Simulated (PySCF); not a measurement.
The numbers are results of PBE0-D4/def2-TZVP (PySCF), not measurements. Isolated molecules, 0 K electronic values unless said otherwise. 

Reference species (SMILES): `[CH2]C` (neutral, multiplicity 2).

```yaml
highest_occupied_spin_orbital: -5.93 eV
```

Changed species: `[C]#N` (radical fragment; the reference has radical fragment).

Question: Give the shifts of the highest occupied spin orbital.

Answer: the highest occupied spin orbital decreases by 4.90 eV, to -10.83 eV.
